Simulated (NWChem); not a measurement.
Extrapolating the UMP2 correlation energy of Cl (+1)

SMILES: [Cl+]
```xyz
1

Cl     0.0000     0.0000     0.0000
```
Charge +1, spin multiplicity 3.

The numbers come from NWChem runs, not from measurements.

The correlated methods keep 5 core orbitals frozen. The stability of the SCF solutions was not checked. Open-shell Hartree-Fock references start from PBE0 orbitals.

Worked example. The UMP2 correlation energy is -123.57 mHa in cc-pVTZ and -135.38 mHa in cc-pVQZ. The form E(X) = E∞ + A/X³ turns the pair into an estimate of the basis-set limit.

E∞ = (4³·(-135.38) − 3³·(-123.57))/(4³ − 3³) = -144.0 mHa. The larger basis holds 94 % of that. This is a two-point estimate.
